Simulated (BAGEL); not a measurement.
# C2H4NO (SMILES [H]/N=C/C[O]): UHF/cc-pVDZ (density fitting with qzvpp-jkfit)

Aim: the vertical doublet–quartet gap of C2H4NO at UHF/cc-pVDZ (density fitting with qzvpp-jkfit), from 2 runs. 

Program for the calculation: BAGEL 1.2.2.

## Step 1: The molecule

C2H4NO has 8 atoms, charge 0, and is taken as a doublet. SMILES: `[H]/N=C/C[O]`. The shape is that of a GFN2-xTB optimisation.

Bond lengths: N1–C2 1.240 Å, C2–C3 1.547 Å, C3–O4 1.303 Å, N1–H5 1.013 Å, C2–H6 1.092 Å, C3–H7 1.119 Å, C3–H8 1.108 Å. Angles: N1–C2–C3 118.2°, C2–C3–O4 114.1°, N1–C2–H6 128.9°, C3–C2–H6 112.8°, C2–N1–H5 120.7°, C2–C3–H7 98.8°, C2–C3–H8 108.7°, O4–C3–H7 110.7°, O4–C3–H8 115.6°, H7–C3–H8 107.4°.

## Step 2: The energy at UHF/cc-pVDZ (density fitting with qzvpp-jkfit)

The input, job.json:

```json
{ "bagel" : [

{
  "title" : "molecule",
  "basis" : "cc-pvdz.json",
  "df_basis" : "qzvpp-jkfit",
  "angstrom" : true,
  "geometry" : [
    { "atom" : "N", "xyz" : [   -0.011310,    1.495530,   -0.162400 ] },
    { "atom" : "C", "xyz" : [   -0.439520,    0.333910,   -0.227100 ] },
    { "atom" : "C", "xyz" : [    0.474850,   -0.811410,    0.266890 ] },
    { "atom" : "O", "xyz" : [    0.280500,   -1.946860,   -0.342690 ] },
    { "atom" : "H", "xyz" : [   -0.559440,    2.269160,   -0.518830 ] },
    { "atom" : "H", "xyz" : [   -1.389870,   -0.024930,   -0.627020 ] },
    { "atom" : "H", "xyz" : [    0.123020,   -0.866470,    1.328090 ] },
    { "atom" : "H", "xyz" : [    1.521770,   -0.448930,    0.283080 ] }
  ]
},
{ "title" : "uhf", "nopen" : 1 },
{ "title" : "print", "file" : "orbitals.molden", "orbitals" : true }

]}
```

The basis set cc-pVDZ is read from a file made from the Basis Set Exchange's data (not shown).

Run with:

```console
BAGEL_NUM_THREADS=1 BAGEL job.json > job.out
```

Log:

```text
* using 1 threads per process

  ===============================================================
  ===============================================================

  *** Geometry ***

  { "atom" : "N", "xyz" : [     -0.021373,      2.826142,     -0.306892 ] },
  { "atom" : "C", "xyz" : [     -0.830572,      0.630998,     -0.429157 ] },
  { "atom" : "C", "xyz" : [      0.897336,     -1.533343,      0.504349 ] },
  { "atom" : "O", "xyz" : [      0.530068,     -3.679032,     -0.647590 ] },
  { "atom" : "H", "xyz" : [     -1.057188,      4.288091,     -0.980447 ] },
  { "atom" : "H", "xyz" : [     -2.626474,     -0.047111,     -1.184896 ] },
  { "atom" : "H", "xyz" : [      0.232474,     -1.637391,      2.509726 ] },
  { "atom" : "H", "xyz" : [      2.875729,     -0.848355,      0.534944 ] },

  Number of auxiliary basis functions:      376

  Since a DF basis is specified, we compute 2- and 3-index integrals:
    o Being stored without compression. Storage requirement is 0.017 GB

  Number of basis functions:       76
  Number of electrons      :       31

    * METHOD: MOLECULE                             0.33

  *** Open-shell HF ***

  === Nuclear Repulsion ===
   110.0357122808

      * DIIS with orbital gradients will be used.

  === UHF iteration (cc-pvdz.json) ===
      0       -206.94053001          0.03659650           0.13
      1       -207.10152717          0.03328227           0.13
      2       -207.18736619          0.02298335           0.13
      3       -207.28017309          0.00528624           0.15
      4       -207.29779042          0.00327423           0.18
      5       -207.30699253          0.00128323           0.16
      6       -207.30809219          0.00042211           0.13
      7       -207.30826475          0.00026121           0.14
      8       -207.30834929          0.00023308           0.18
      9       -207.30844181          0.00021624           0.19
     10       -207.30853742          0.00020670           0.14
     11       -207.30866836          0.00020116           0.13
     12       -207.30880298          0.00019709           0.13
     13       -207.30896486          0.00019068           0.13
     14       -207.30958227          0.00017313           0.14
     15       -207.30980304          0.00015574           0.14
     16       -207.31004002          0.00014554           0.13
     17       -207.31012999          0.00010647           0.13
     18       -207.31017060          0.00034253           0.13
     19       -207.31030067          0.00011342           0.13
     20       -207.31035733          0.00009122           0.14
     21       -207.31041432          0.00003587           0.13
     22       -207.31043091          0.00001723           0.14
     23       -207.31044598          0.00001165           0.13
     24       -207.31046006          0.00001037           0.14
     25       -207.31047536          0.00000977           0.14
     26       -207.31048323          0.00000937           0.15
     27       -207.31051234          0.00000797           0.16
     28       -207.31053630          0.00000644           0.16
     29       -207.31053533          0.00000846           0.16
     30       -207.31054730          0.00000641           0.17
     31       -207.31056795          0.00000334           0.17
     32       -207.31057117          0.00000234           0.14
     33       -207.31057304          0.00000152           0.13
     34       -207.31057311          0.00000149           0.13
     35       -207.31057344          0.00000108           0.16
     36       -207.31057342          0.00000056           0.17
     37       -207.31057346          0.00000037           0.17
     38       -207.31057347          0.00000032           0.18
     39       -207.31057347          0.00000029           0.18
     40       -207.31057347          0.00000027           0.16
     41       -207.31057348          0.00000025           0.16
     42       -207.31057348          0.00000023           0.16
     43       -207.31057348          0.00000019           0.16
     44       -207.31057347          0.00000015           0.16
     45       -207.31057347          0.00000011           0.16
     46       -207.31057346          0.00000009           0.16
     47       -207.31057347          0.00000007           0.16
     48       -207.31057347          0.00000006           0.16
     49       -207.31057347          0.00000006           0.16
     50       -207.31057348          0.00000005           0.17
     51       -207.31057348          0.00000004           0.15
     52       -207.31057348          0.00000004           0.17
     53       -207.31057348          0.00000003           0.17
     54       -207.31057348          0.00000003           0.17
     55       -207.31057348          0.00000003           0.17
     56       -207.31057348          0.00000003           0.18
     57       -207.31057348          0.00000002           0.16
     58       -207.31057348          0.00000002           0.15
     59       -207.31057348          0.00000002           0.14
     60       -207.31057348          0.00000002           0.13
     61       -207.31057348          0.00000001           0.15
     62       -207.31057348          0.00000001           0.17
    * SCF iteration converged.

    * S^2 (UHF) is 0.7633

    * Permanent dipole moment:
           (    0.536138,    -0.272518,    -0.122239) a.u.

    * METHOD: UHF                                  9.81

    * METHOD: PRINT                                0.05

  ===============================================================
```

Wall time 11 s (1 thread of AMD EPYC, shared host); peak memory 0.083 GiB.

## Step 3: The quartet

The input, input.json:

```json
{ "bagel": [

{
  "title": "molecule",
  "basis": "cc-pvdz.json",
  "df_basis": "qzvpp-jkfit",
  "angstrom": true,
  "geometry": [
    { "atom": "N", "xyz": [   -0.011310,    1.495530,   -0.162400 ] },
    { "atom": "C", "xyz": [   -0.439520,    0.333910,   -0.227100 ] },
    { "atom": "C", "xyz": [    0.474850,   -0.811410,    0.266890 ] },
    { "atom": "O", "xyz": [    0.280500,   -1.946860,   -0.342690 ] },
    { "atom": "H", "xyz": [   -0.559440,    2.269160,   -0.518830 ] },
    { "atom": "H", "xyz": [   -1.389870,   -0.024930,   -0.627020 ] },
    { "atom": "H", "xyz": [    0.123020,   -0.866470,    1.328090 ] },
    { "atom": "H", "xyz": [    1.521770,   -0.448930,    0.283080 ] }
  ]
},
{
  "title": "uhf",
  "nopen": 3
},
{
  "title": "print",
  "file": "orbitals.molden",
  "orbitals": true
}

]}
```

The basis set cc-pVDZ is read from a file made from the Basis Set Exchange's data (not shown).

Run with:

```console
BAGEL_NUM_THREADS=1 BAGEL input.json > input.out
```

Log:

```text
* using 1 threads per process

  ===============================================================
  ===============================================================

  *** Geometry ***

  { "atom" : "N", "xyz" : [     -0.021373,      2.826142,     -0.306892 ] },
  { "atom" : "C", "xyz" : [     -0.830572,      0.630998,     -0.429157 ] },
  { "atom" : "C", "xyz" : [      0.897336,     -1.533343,      0.504349 ] },
  { "atom" : "O", "xyz" : [      0.530068,     -3.679032,     -0.647590 ] },
  { "atom" : "H", "xyz" : [     -1.057188,      4.288091,     -0.980447 ] },
  { "atom" : "H", "xyz" : [     -2.626474,     -0.047111,     -1.184896 ] },
  { "atom" : "H", "xyz" : [      0.232474,     -1.637391,      2.509726 ] },
  { "atom" : "H", "xyz" : [      2.875729,     -0.848355,      0.534944 ] },

  Number of auxiliary basis functions:      376

  Since a DF basis is specified, we compute 2- and 3-index integrals:
    o Being stored without compression. Storage requirement is 0.017 GB

  Number of basis functions:       76
  Number of electrons      :       31

    * METHOD: MOLECULE                             0.30

  *** Open-shell HF ***

  === Nuclear Repulsion ===
   110.0357122808

      * DIIS with orbital gradients will be used.

  === UHF iteration (cc-pvdz.json) ===
      0       -206.81628844          0.03497810           0.14
      1       -206.99620135          0.02615929           0.13
      2       -207.06812446          0.01673766           0.13
      3       -207.11902998          0.00523882           0.17
      4       -207.13951748          0.00382888           0.13
      5       -207.15618743          0.00231963           0.14
      6       -207.16245126          0.00148627           0.13
      7       -207.16514367          0.00067407           0.13
      8       -207.16528183          0.00035992           0.14
      9       -207.16543231          0.00026719           0.14
     10       -207.16552134          0.00021660           0.14
     11       -207.16558276          0.00020626           0.15
     12       -207.16564522          0.00020140           0.13
     13       -207.16576701          0.00019313           0.13
     14       -207.16614589          0.00017200           0.13
     15       -207.16637866          0.00015847           0.14
     16       -207.16658396          0.00014761           0.13
     17       -207.16677970          0.00013797           0.13
     18       -207.16690253          0.00013304           0.14
     19       -207.16703427          0.00012733           0.13
     20       -207.16721165          0.00011698           0.14
     21       -207.16746258          0.00011990           0.15
     22       -207.16748812          0.00012310           0.13
     23       -207.16747973          0.00011161           0.14
     24       -207.16760602          0.00012646           0.13
     25       -207.16775290          0.00008449           0.13
     26       -207.16780071          0.00003860           0.14
     27       -207.16780998          0.00001795           0.13
     28       -207.16781278          0.00004251           0.13
     29       -207.16781353          0.00000977           0.13
     30       -207.16781428          0.00000706           0.13
     31       -207.16781444          0.00000501           0.13
     32       -207.16781454          0.00000457           0.13
     33       -207.16781463          0.00000433           0.13
     34       -207.16781482          0.00000393           0.13
     35       -207.16781503          0.00000334           0.13
     36       -207.16781521          0.00000280           0.13
     37       -207.16781536          0.00000226           0.14
     38       -207.16781542          0.00000190           0.13
     39       -207.16781545          0.00000164           0.13
     40       -207.16781547          0.00000142           0.14
     41       -207.16781547          0.00000123           0.13
     42       -207.16781548          0.00000112           0.13
     43       -207.16781548          0.00000094           0.14
     44       -207.16781549          0.00000066           0.13
     45       -207.16781549          0.00000051           0.14
     46       -207.16781549          0.00000039           0.14
     47       -207.16781549          0.00000027           0.13
     48       -207.16781549          0.00000019           0.13
     49       -207.16781549          0.00000015           0.13
     50       -207.16781549          0.00000012           0.16
     51       -207.16781549          0.00000011           0.13
     52       -207.16781549          0.00000011           0.14
     53       -207.16781549          0.00000010           0.13
     54       -207.16781549          0.00000009           0.13
     55       -207.16781549          0.00000009           0.14
     56       -207.16781549          0.00000008           0.14
     57       -207.16781549          0.00000007           0.14
     58       -207.16781549          0.00000006           0.13
     59       -207.16781549          0.00000006           0.13
     60       -207.16781549          0.00000005           0.14
     61       -207.16781549          0.00000005           0.13
     62       -207.16781549          0.00000005           0.14
     63       -207.16781549          0.00000004           0.13
     64       -207.16781549          0.00000004           0.13
     65       -207.16781549          0.00000003           0.15
     66       -207.16781549          0.00000002           0.13
     67       -207.16781549          0.00000002           0.14
     68       -207.16781549          0.00000001           0.13
     69       -207.16781549          0.00000001           0.14
    * SCF iteration converged.

    * S^2 (UHF) is 3.7777

    * Permanent dipole moment:
           (    0.202874,    -0.986709,    -0.119825) a.u.

    * METHOD: UHF                                  9.75

    * METHOD: PRINT                                0.04

  ===============================================================
```

Wall time 11 s (1 thread of AMD EPYC, shared host); peak memory 0.085 GiB.

## Step 4: Outcome

At UHF/cc-pVDZ (density fitting with qzvpp-jkfit):

| quantity | value |
| --- | --- |
| doublet: total energy | -207.31057 Eh |
| doublet: dipole moment | 1.56 D |
| doublet: ⟨S²⟩ | 0.763 |
| quartet: total energy | -207.16782 Eh |
| quartet: dipole moment | 2.58 D |
| quartet: ⟨S²⟩ | 3.778 |
| vertical energy of the quartet above the doublet | 3.885 eV |

At this shape the quartet lies 3.88 eV (90 kcal/mol) above the doublet.
